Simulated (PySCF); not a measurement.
Ligands exchanged one at a time, B F-SiH3. Gas-phase values, no solvent. Strings in code marks are SMILES.

The S1–T1 gap (TDA) from two functionals at the same geometries (B3LYP-D3(BJ)/def2-TZVP), both in PySCF: PBE-D3(BJ)/def2-TZVP and B3LYP-D3(BJ)/def2-TZVP. B3LYP has the VWN-RPA correlation part, as in Gaussian. Excitations are Tamm–Dancoff values on a coarser integration grid. The basis has no diffuse functions, so Rydberg states are missing or too high.

```
species                                                PBE-D3(BJ)/def2-TZVP (eV)  B3LYP-D3(BJ)/def2-TZVP (eV)
-----------------------------------------------------  -------------------------  ---------------------------
0 of 3 F replaced by SiH3 (`FB(F)F`)                                        0.26                         0.25
1 of 3 F replaced by SiH3                                                   1.35                         1.38
2 of 3 F replaced by SiH3                                                   0.73                         0.72
3 of 3 F replaced by SiH3 (`B([SiH3])([SiH3])[SiH3]`)                       0.70                         0.69
```

Over these rows, drawn at random from the members with no instability flagged (it was tested for open shells, ions and some series alone), PBE minus B3LYP-D3(BJ): mean 0.00 eV, from -0.03 eV to +0.02 eV.
